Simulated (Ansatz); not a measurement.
Species: C4H9, SMILES `C[C](C)C` (charge 0, multiplicity 2).

Task: Give a relaxed geometry from Ansatz (an electronic-structure program) with B3LYP-D3(BJ)/def2-TZVP.

Result: the end point of this relaxation (outside a Z-matrix the atoms follow the SMILES, hydrogens last).
Z-matrix (Å, degrees):
```
C
C 1 1.4897
H 2 1.0927 1 111.77
H 2 1.0927 3 108.38 1 123.61
H 2 1.1035 3 106.49 4 114.22
C 1 1.4897 2 118.70 3 -40.55
H 6 1.0927 1 111.77 2 40.18
H 6 1.0928 7 108.38 1 -123.61
H 6 1.1036 7 106.51 8 -114.21
C 1 1.4897 2 118.66 3 162.19
H 10 1.0927 1 111.78 2 -162.35
H 10 1.0927 11 108.38 1 -123.62
H 10 1.1035 11 106.50 12 -114.22
```
